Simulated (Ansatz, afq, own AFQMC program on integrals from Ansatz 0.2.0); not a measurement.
Integrals from Ansatz 0.2.0, then the random walk in our own AFQMC program (afq).

```yaml
crystal:
  periodic: [false, false, false]
  atoms:
    - {symbol: Al, position_ang: [0.000000, -0.119345, 0.749374]}
    - {symbol: N, position_ang: [0.000000, 0.136860, -1.553417]}
    - {symbol: H, position_ang: [0.000000, 1.292891, 1.526854]}
basis:
  gaussian: {orbitals: cc-pVDZ}
magnetization: {spin_polarized: true, initial_magnetization: 3}
correlation: {method: ccsd_t, electrons: outside_noble_gas, hamiltonian_folder: ham}
```

```sh
$ ansatz run in.yaml --threads 1 --pin off --events-out ev --progress --plain --max-ram 1382MiB
```

Options of the walk:

```
--method free --trial cisd --walkers 50 --time-step 0.05 --max-blocks 120 --target-error 0.00072 --factor-cut 1e-05 --seed 4880 --times 0,0.5,1,2 --taylor-order 2
```

Times are imaginary, in 1/Eh. The walk had a cap of 90 s.

```
orbitals 31  electrons 6 3  factors 215 of 360
reference energy -296.84283797 Eh
CCSD correlation -0.17111170 Eh in 17 cycles, weight of the determinant in the CISD state 0.8779
repeat  energy at the last time / Eh  error
    10  -297.020385  0.000595
    20  -297.020497  0.000476
    30  -297.020533  0.000374
time / (1/Eh)  energy / Eh  error  mean overlap
  0.00  -297.014076  0.000185  1.1403
  0.50  -297.018535  0.000272  1.2136
  1.00  -297.019750  0.000379  1.2931
  2.00  -297.020409  0.000378  1.4629
energy -297.020409 +/- 0.000378 Eh
```

The run passed its tests (error under three times the target), which doesn't prove that it has relaxed.

Against this walk (error 10.3 meV) on the same determinant: CCSD(T) 68.8 meV higher, CCSDT(Q) 21.2 meV higher. The error is statistical, and a free projection of finite length keeps a remainder of its start. The determinant has ⟨S²⟩ = 3.92, so the low cluster orders mix in higher spin, and so can this walk. None of these is a sure reference here.

A setting was made bad on purpose (series of the exponential too short), so the walk's energy isn't to be trusted.

Cautions: remainder of the start not in the error; start is not spin pure; lower spins were not checked; unrestricted determinant spin contaminated (⟨S²⟩ 3.92 against 3.75); the time-step error isn't removed.

CCSDT and higher add their correlation energy to the determinant of the CCSD(T) run, since their own runs factorise the integrals more tightly (a shift of under 2 meV). A walk keeps the symmetry of its determinant, which the program's search chose and which needn't be the lowest solution, so a lower state of the same spin and another symmetry isn't excluded.
